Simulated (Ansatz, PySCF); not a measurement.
H₃P, SMILES P.

Geometry: PBE0-D3(BJ)/def2-TZVPD.

Two levels are set side by side: PBE/def2-TZVPD (Ansatz, a quantum-chemistry and plane-wave program) and EOM-CCSD/aug-cc-pVDZ (PySCF). PBE by ΔSCF, the other level by its IP root; same geometry, the bases differ. Differences are taken from unrounded values.

| quantity | EOM-CCSD | PBE | PBE minus EOM-CCSD |
|---|---|---|---|
| vertical ionisation energy (eV) | 10.43 | 10.49 | 0.06 |

Here PBE gives about what the other level gives.
